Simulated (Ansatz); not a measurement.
Pyrite RuS₂ was calculated with r²SCAN+rVV10 (Ansatz, an electronic-structure program, PAW).

Run with plane-wave cutoff 560 eV, 6×6×6 k mesh, Fermi–Dirac smearing 0.01 eV, no spin polarisation, scalar-relativistic PAW data made under PBE.

Energies at three volumes about the minimum:

| V (Å³/atom) | E − E_lowest (meV/atom) |
|---|---|
| 14.473 | 3.62 |
| 14.768 | 0.00 |
| 15.064 | 3.35 |

Problem. Fit a parabola by hand: where is the minimum, what lattice constant follows, and what is the bulk modulus?

Solution. Slopes: (0.00 − 3.62)/(14.768 − 14.473) = -12.271 and (3.35 − 0.00)/(15.064 − 14.768) = 11.318 meV/Å³. Curvature E″ = 2 × (11.318 − (-12.271))/(15.064 − 14.473) = 79.827 meV/Å⁶. From the middle of the first interval, the slope vanishes at V0 = 14.6205 − (-12.271)/79.827 = 14.774 Å³/atom. B = V0 E″ = 14.774 × 79.827 meV/Å³ × 0.1602 GPa per meV/Å³ = 189 GPa. With 12 atoms in the cube, a = (12 × 14.774)^(1/3) = 5.618 Å. The full Birch–Murnaghan fit to all volumes gives V0 = 14.768 Å³/atom and B0 = 189 GPa.

Shape and atoms are relaxed at each volume.

Measured, for comparison: lattice constant a 5.61 Å (temperature not stated, not corrected to a static lattice; as tabulated in Wikipedia's data pages).

Note: the bulk modulus comes from volumes at which shape and atoms were relaxed.
